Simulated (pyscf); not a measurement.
**Routes from H₃C–O–SiH₃**

Candidate steps break at most two bonds and form at most two. Each was searched with GFN2-xTB (tblite) first. PySCF, gas phase, ωB97X-D3(BJ)/def2-SVP geometries. MP2 and CC: frozen core, UHF for open shells. ΔMP2 is the change of the MP2 total energy from the triple- to the quadruple-zeta basis. Energies: CCSD(T)/def2-TZVPP + ΔMP2(QZVPP), kcal/mol, from the reactant's lowest minimum found, singlet surface.

```json
[
 {"products": "SiH₂ [singlet] + H₃C–OH", "type": "1,1-elimination", "ΔE‡": "79.0", "ΔE": "+76.4", "ΔG‡ 298 K": "76.6", "ΔG‡ 900 K": "76.6", "ν‡ (cm⁻¹)": "1591i"},
 {"products": "CH₄ + O=SiH₂", "type": "elimination", "ΔE‡": "91.3", "ΔE": "+19.6", "ΔG‡ 298 K": "88.8", "ΔG‡ 900 K": "89.0", "ν‡ (cm⁻¹)": "1332i"},
 {"products": "H₃C–SiH₂–OH", "type": "concerted two-bond exchange", "ΔE‡": "116.9", "ΔE": "-24.5", "ΔG‡ 298 K": "112.1", "ΔG‡ 900 K": "112.0", "ν‡ (cm⁻¹)": "1642i"}
]
```

Row 1: On the product side the descent ends in an adduct with a O–Si contact, 23.9 kcal/mol under the separated species and 23.8 kcal/mol under the saddle at ωB97X-D3(BJ)/def2-TZVP. 

Plain bond fissions and candidates not yet searched are not listed, and one of them may be faster. Each barrier is that of the saddle found; lower ones may exist. A restricted solution here is unstable towards spin polarisation, so biradical character is likely and single-reference numbers are less safe. The CCSD(T) − MP2 part came from Ansatz, without density fitting, on the same reference.
